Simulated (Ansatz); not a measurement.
# SiC+ (doublet): from a generated start to a stationary point

Aim: relax a generated start of SiC+ (doublet) and see which bonds hold.

Method: UKS PBE0/def2-TZVP; program: Ansatz 0.2.0, Gaussian basis.

## (1) Where the work starts

2 atoms, charge 1, spin multiplicity 2.

Atoms are counted from 1 here; the program's logs count them from 0.

Bond lengths: Si1–C2 1.739 Å.

Geometry (Å):

```
Si    0.0000    0.0000    0.0000
C     0.0000    0.0000    1.7391
```

The start is set by covalent radii. Sticks and bond lists go by distance. 

## (2) Relaxation

in.yaml reads:

```yaml
crystal:
  periodic: [false, false, false]
  atoms:
    - {symbol: Si, position_ang: [0.000000, 0.000000, 0.000000]}
    - {symbol: C, position_ang: [0.000000, 0.000000, 1.739100]}
basis:
  gaussian: {orbitals: def2-TZVP}
total_charge: 1
magnetization: {spin_polarized: true, initial_magnetization: 1}
hamiltonian: {xc: pbe0}
relax: {f_tol: 0.004, max_steps: 80}
```

Run with:

```bash
ansatz run in.yaml --threads 1 --pin off --events-out ev --progress --plain --max-ram 2176MiB
```

Q: Predict the outcome of this session. Wanted: energy gained; shift from the start; total energy; ⟨S²⟩.

**Answer**, as computed:

| quantity | value |
| --- | --- |
| steps | 5 |
| energy gained | 0.091 eV |
| shift from the start (rms) | 0.049 Å |
| total energy | -8894.6173 eV |
| ⟨S²⟩ | 1.803 |

The bonds of the start are those of the end. Si1–C2 went from 1.739 to 1.837 Å. The determinant is spin-contaminated (excess 1.05). No vibrations were run, so this is a stationary point, not a proven minimum, and this spin need not be the ground state's.
